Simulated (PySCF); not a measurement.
Computed properties of ethanol (C₂H₆O), SMILES CCO

C₂H₆O, SMILES C(O)C. Coordinates come from a PBE0-D3(BJ)/def2-TZVP optimisation. The values are those of a single conformer. All values are computed for the isolated molecule unless a solvent is named; none is compared with measurement here.

**Structure.** All 21 harmonic modes at PBE0-D3(BJ)/def2-TZVP (PySCF) are real, so it is a minimum. With heavy atoms numbered as in [CH3:1][CH2:2][OH:3], the shortest bond between them is C2–O3 at 1.413 Å and the longest C1–C2 at 1.513 Å.

**Vibrations.** The strongest infrared lines (harmonic, unscaled, degenerate partners summed) lie at 287 cm⁻¹ (109 km/mol, H 88 %), 1102 cm⁻¹ (83 km/mol, C 51 %, H 29 %, O 20 %), 3003 cm⁻¹ (65 km/mol, H 94 %). The softest mode is at 267 cm⁻¹ and the zero-point energy is 50.3 kcal/mol.

**Electronic structure.** CAM-B3LYP/def2-TZVPD (PySCF) places the frontier levels at -9.42 and 0.79 eV, a gap of 10.21 eV, and gives a dipole moment of 1.75 D and a mean polarisability of 33.2 bohr³.

**Excitations.** TDDFT-M06-2X/def2-SVPD (PySCF) has S1 at 7.26 eV (171 nm, f = 0.007, weak); the most intense of the 10 singlets computed lies at 10.14 eV (f = 0.08). T1 (TDA) is at 7.05 eV. No vertical singlet excitation falls in the visible range (under 3.1 eV).

**NMR.** GIAO shifts at B3LYP/pcSseg-1 (PySCF) (non-relativistic, atoms alike by connectivity averaged): ¹³C from 22.7 to 64.2 ppm against TMS; ¹H from -0.3 to 3.8 ppm against TMS.
